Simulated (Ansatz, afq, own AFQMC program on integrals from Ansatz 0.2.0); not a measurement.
**Where AFQMC and coupled cluster stand for CH$_{2}$Al, doublet**

```xyz
4

Al    0.0000    0.0000    0.7050
C     0.0000    0.0000   -1.2658
H     0.0000   -0.8961   -1.8941
H     0.0000    0.8961   -1.8941
```

Connectivity, by distances: Al–CH2.

Basis cc-pVDZ. Noble-gas cores (and the filled d shells of Ga–Kr and In–Xe) are frozen. Integrals, coupled cluster, full CI and functionals: Ansatz 0.2.0; the random walks run on the same integrals in our own AFQMC program. ph-AFQMC/CISD is guided by a CISD state made of CCSD amplitudes; releasing the constraint for a short imaginary time cuts its bias at the price of noise, slowly where states lie close. Free AFQMC starts from the CCSD state and is never constrained. Its projection time is finite, and what remains of the start isn't in its error. ± is one standard error of the sampling.

Determinant: UHF, the one that the program's search chose, which needn't be the lowest solution. The geometry is a point of a scan.

No full CI on the walks' own integrals is used here; CCSDT(Q) serves as the reference and is uncertain by about the last step of the cluster series.

Cautions: the determinant is a saddle point among determinants of its kind.

```
T1 diagnostic                               : 0.0140
weight of the determinant in the CISD state : 0.878
⟨S²⟩ of the determinant                     : 0.760
size of the correlated space                : 9 electrons in 36 orbitals
```

| level | correlation energy (eV) |
| --- | --- |
| MP2 | -4.4034 |
| CCSD | -5.3133 |
| CCSD(T) | -5.4457 |

Problem. Estimate where phaseless AFQMC with a CISD trial lies against CCSD(T) on the same integrals.

Solution. 1.18 ± 0.40 mEh below CCSD(T).

Reference: CCSDT(Q), correlation energy -5.477 eV. The released energy is read at 2.40 1/Eh (meV from the phaseless value at times in 1/Eh: 5 ± 9 at 0.24, -4 ± 9 at 0.51, -17 ± 9 at 0.99, -13 ± 14 at 1.62, -6 ± 12 at 2.40).

| level | E − E(reference) (mEh) | share of correlation (%) |
| --- | --- | --- |
| CCSD(T) | 1.17 | 99.42 |
| CCSDT | 0.31 | 99.85 |
| ph-AFQMC/CISD | -0.02 ± 0.40 | 100.01 |
| released AFQMC | -0.22 ± 0.45 | 100.11 |
| free AFQMC | -0.48 ± 0.64 | 100.24 |

Free projections are given only where their last times agree within the noise and don't stop above the reference; a slow remainder of the start can still hide under it. A walk keeps the symmetry of its determinant, which the program's search chose and which needn't be the lowest solution, so a lower state of the same spin and another symmetry isn't excluded. Released energies are given only where the last usable release times agree within the noise; a slower fall can still hide under it.
